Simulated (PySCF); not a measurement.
Gas-phase reaction: AlH3 + C3H7 (n-propyl) → AlH(CH3)2 + CH3

Energies from PySCF, thermal terms from the rigid-rotor harmonic-oscillator model, ideal gas at 1 bar. † marks an energy on the PBE0/def2-TZVP geometry and frequencies; other levels use their own. MP2 and CCSD(T) freeze the core. 6-31G* has spherical d functions here. Open shells (unrestricted): C3H7 (n-propyl) (multiplicity 2), CH3 (multiplicity 2); the rest are closed-shell singlets. No R ln 2 is added for the mirror-image form of C3H7 (n-propyl). Methyl groups turn as free rotors in AlH(CH3)2. AlH3, AlH(CH3)2: computed as isolated molecules; such fragments, hydroxides, amides, oligomers or adducts are transient or little studied in the gas. MP2 isn't extrapolated to the basis-set limit; its ΔH°(298 K) is -64.2 kJ in def2-SVP and -85.8 kJ in def2-TZVPP. CCSD(T) isn't extrapolated to the basis-set limit. The harmonic model lacks anharmonicity and excited electronic states, which grow with temperature; levels with a mode under 35 cm⁻¹ are left out. Internal rotation in C3H7 (n-propyl) is treated as a harmonic vibration of one conformer, which makes the entropy rough.

| level | ΔE electronic, kJ | ΔH°(298 K), kJ | ΔS°(298 K), J/K | ΔG°(800 K), kJ |
|---|---|---|---|---|
| CCSD(T)/def2-SVP† | -58 | -56 | 10 | -66 |
| HF/6-31G* | -53 | -53 | 16 | -67 |
| MP2/def2-SVP† | -66 | -64 | 10 | -74 |
| PBE/def2-SVP | -64 | -62 | 12 | -73 |
| PBE/def2-TZVP† | -80 | -78 | 10 | -87 |
ΔH° is lowest at PBE/def2-TZVP† and highest at HF/6-31G*. No reference value is set beside these.
